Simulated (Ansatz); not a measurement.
# HSi: the cost of one run

Program: Ansatz 0.2.0 through its Python package. Level of theory: PBE0/def2-SVP. These are calculated values, not measurements.

### Step 1. The system

Bond lengths: Si1–H2 1.435 Å.

The script holds or builds the structure itself.

### Step 2. The script

File run_adiabatic.py:

```python
"""How HSi relaxes after losing an electron."""

import warnings

import ansatz as az
import numpy as np

config = {
    "basis_set": "def2-SVP",
    "functional": "pbe0",
    "net_charge": 1,
}

GEOMETRY = """
Si    0.00000    0.00000    0.00000
H     0.00000    0.00000    1.43500
"""

warnings.simplefilter("ignore", az.DeckWarning)

geometry = az.Crystal.molecule()
for line in GEOMETRY.strip().splitlines():
    symbol, *xyz = line.split()
    geometry = geometry.atom(symbol, [float(v) for v in xyz])

model = (
    geometry.calculation()
    .basis(gaussian=config["basis_set"])
    .functional(config["functional"])
    .spin("collinear", total=1)
)
symbols = [site.symbol for site in geometry.cartesian_sites]
start = np.array([site.position_ang for site in geometry.cartesian_sites], dtype=float)
summary = model.relax(force_tolerance=0.01, max_steps=100).run(threads=1).report
end = np.array(summary["positions_ang"])

minimum = az.Crystal.molecule()
for symbol, place in zip(symbols, end):
    minimum = minimum.atom(symbol, place.tolist())
ion = (
    minimum.calculation()
    .basis(gaussian=config["basis_set"])
    .functional(config["functional"])
    .charge(config["net_charge"])
)
vertical = ion.run(threads=1).report
settled = ion.relax(force_tolerance=0.01, max_steps=80).run(threads=1).report
print(f"vertical ionisation energy   {vertical['free_energy_ev'] - summary['free_energy_ev']:.3f} eV")
print(f"adiabatic, no zero point     {settled['free_energy_ev'] - summary['free_energy_ev']:.3f} eV")
print(f"relaxation energy of the ion {vertical['free_energy_ev'] - settled['free_energy_ev']:.3f} eV")
ionised = np.array(settled["positions_ang"])
print("final positions (A) and the move of each atom")
for symbol, xyz, old in zip(symbols, ionised, end):
    print(f"{symbol:2s} {xyz[0]:10.5f} {xyz[1]:10.5f} {xyz[2]:10.5f}   {np.linalg.norm(xyz - old):7.4f}")
```

### Step 3. The input behind the calls

The engine receives this input (first run):

```yaml
crystal:
  periodic: [false, false, false]
  atoms:
    - { symbol: Si, position_ang: [0.0, 0.0, 0.0] }
    - { symbol: H, position_ang: [0.0, 0.0, 1.435] }
basis:
  gaussian:
    orbitals: def2-SVP
hamiltonian:
  xc: pbe0
magnetization:
  spin_polarized: true
  initial_magnetization: 1.0
relax:
  f_tol: 0.01
  max_steps: 100
```

### Step 4. Launch

Launch:

```
> python run_adiabatic.py
```

What time and memory should one allow on 1 thread of AMD EPYC 7B13 (Zen 3), shared host?

About 3 s, with a peak of 0.17 GiB.
